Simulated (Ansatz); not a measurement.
singlet PO(+): levels of theory in one basis

```xyz
2

P     0.0000    0.0000   -0.7174
O     0.0000    0.0000    0.7174
```

Basis set: def2-SVP (spherical functions). Correlated methods keep 6 orbitals frozen. Charge 1, multiplicity 1.

Computed with Ansatz (development build ahead of 0.2.0); each method stands on the lowest determinant of its kind that the runs found.

| method | E − E(RHF) (eV) | <S²> of the determinant |
| --- | --- | --- |
| RHF | 0.00 | – |
| RHF-CCSD(T) | -8.55 | – |

Question: What does RHF-MP2 give on the same scale?

Answer: -8.10 eV.
